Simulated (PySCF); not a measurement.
Reaction (SMILES): N (NH3) + H+ → [NH4+]
B3LYP-D3(BJ)/def2-TZVP geometries, fixed; electronic energies without zero-point terms; positive where energy is released.

Basis-set convergence of the proton affinity at PBE0 with PySCF. All functions are spherical. Density fitting with generated auxiliary sets. No added dispersion term, no relativity. Functions are those of the species that has most. Reference: the value in def2-QZVPPD, 213.00 kcal/mol, itself unsure by roughly 0.38 kcal/mol (its mean distance from pcseg-3, def2-QZVPP, cc-pVQZ). Deviations are taken from unrounded values.

| basis | functions |
|---|---|
| 6-31G** | 34 |
| 6-311G** | 42 |
| 6-311+G** | 46 |
| def2-SVPD | 52 |
| 6-311++G(2d,2p) | 67 |
| def2-TZVPD | 73 |
| def2-TZVPPD | 105 |
| 6-311++G(3df,3pd) | 111 |
| def2-QZVPPD | 195 |

Which is the smallest set listed that can be trusted to 2 kcal/mol here, that is, within that of the reference together with its larger relatives (same family, alike in diffuse functions; a set with none to test it counts only in the reference's own line)?

The smallest set listed that lies within 2 kcal/mol of the reference with all its larger relatives (same family, alike in diffuse functions; a set with none counts only in the reference's own line) is 6-311+G** (46 functions, 0.68 kcal/mol off). Value minus reference: 6-31G** 6.36, 6-311G** 4.15, 6-311+G** 0.68, def2-SVPD -0.42, 6-311++G(2d,2p) 0.11, def2-TZVPD -0.29, def2-TZVPPD 0.08, 6-311++G(3df,3pd) -0.31, def2-QZVPPD 0.00 kcal/mol.
